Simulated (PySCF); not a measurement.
# Gas-phase XPS of Si(SH)2H2, computed

Species: Si(SH)2H2.
Z-matrix (Å and degrees, PBE0-D3(BJ)/def2-SVP geometry), rows numbered from 1:
```
Si
S   1  2.1432
H   2  1.3516  1   94.57
S   1  2.1423  2  113.42  3    55.89
H   4  1.3515  1   94.70  2    56.45
H   1  1.4895  2  112.97  3   -61.50
H   1  1.4895  2  103.60  3   178.70
```

Theory: PySCF, delta-SCF UKS SCAN, pcX-2 on the ionised atom, pcseg-1 elsewhere, spin-free X2C. Binding energies are ΔSCF values: E(core-ionised, relaxed orbitals) − E(ground state) at a fixed geometry, referred to the vacuum level.

Problem. What binding energy does each computed site have?

Solution. 
```
atom(s)    bonded to     level  binding energy (eV)  2p1/2 (eV)  count
    Si1  2 S and 2 H  Si 2p3/2               107.78      108.41      1
    Si1  2 S and 2 H     Si 1s              1847.66           –      1
  S2/S4     H and Si      S 1s              2477.36           –      2
```

Problem. Express the binding energy of Si 1s of Si1 in atomic units and per mole.

Solution. 1847.66 eV = 67.9003 Eh = 178272 kJ/mol.

Problem. Which effective nuclear charge Zeff reproduces each element's mean 1s value in the hydrogen-like formula E = 13.606 eV × Zeff²?

Solution. Si (Z = 14): mean 1847.7 eV, Zeff = 11.65, Z − Zeff = 2.35; S (Z = 16): mean 2477.4 eV, Zeff = 13.49, Z − Zeff = 2.51. Means run over the listed sites, weighted by atom count.

The first atom of each set that the bonding makes equivalent was ionised and stands for the set. Not every level is listed. The 2p values aren't plain energy differences: one relaxed spin-free 2p hole is combined with a matrix within the shell (ground-state 2p orbital-energy differences and spin–orbit coupling). 2p3/2, the mean of its two sublevels, lies a third of the splitting below the shell's mean and 2p1/2 two thirds above it; the statistical areas are 2:1. 2p1/2 minus 2p3/2 (ligand field included): Si 0.62 eV. Geometry: PBE0-D3(BJ)/def2-SVP, one conformer, isolated molecule.

On Arm Neoverse V2, one thread, no GPU, on a shared host, this took 8.0 s of wall time.
